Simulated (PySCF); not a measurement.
Ethenylcyclopropane, C₅H₈, SMILES C=CC1CC1, point group Cs.

Level: PBE0/pcSseg-1 in PySCF (density fitting, grid level 2); geometry and Hessian at that level, cubic constants and property derivatives from steps of ±0.6 along each species' dimensionless normal coordinates, second-order vibrational perturbation theory. The parent has the commonest isotopes.

Equilibrium geometry (Å):

```csv
atom,x,y,z
C1,2.2329,-0.2881,0.1650
C2,0.9367,-0.1367,0.4226
C3,-0.1193,0.0311,-0.5878
C4,-1.3036,0.9199,-0.2955
C5,-1.4875,-0.5595,-0.3490
H6,2.9590,-0.4073,0.9653
H7,2.6137,-0.2980,-0.8558
H8,0.6007,-0.1328,1.4631
H9,0.2309,0.0247,-1.6193
H10,-1.6929,1.5257,-1.1105
H11,-1.3355,1.4082,0.6765
H12,-2.0060,-0.9921,-1.2016
H13,-1.6466,-1.0930,0.5861
```

(1) Give the equilibrium and ground-state rotational constants (MHz) of parent; ²H at 9.

(2) How is the parent's vibrational correction B0 − Be made up?

(3) And its quartic centrifugal distortion constants from the harmonic force field?

A mode lies under 250 cm⁻¹, where this perturbation treatment is rough. Internal rotors are held in one well.

Results:

(1) 
```
species     Ae      Be      Ce     A0      B0      C0  Δ0 (u Å²)  harmonic ZPE (cm⁻¹)
 parent  15272  3061.7  2945.3  15124  3043.9  2924.8    -26.659                25174
²H at 9  14309  3020.8  2945.2  14174  3002.8  2924.5    -31.144                24439
```

Δ0 = Ic − Ia − Ib from the ground-state constants.

(2) 
| axis | harmonic | Coriolis | cubic | total (MHz) |
| --- | --- | --- | --- | --- |
| a | 27 | -54.2 | -121 | -148 |
| b | 3.18 | -1.51 | -19.5 | -17.8 |
| c | 1.89 | -2.33 | -20.1 | -20.5 |

(3) Asymmetric top, A reduction, Ir representation: ΔJ = 0.419 kHz, ΔJK = 8.86 kHz, ΔK = 2.02 kHz, δJ = 0.00945 kHz, δK = -4.93 kHz.
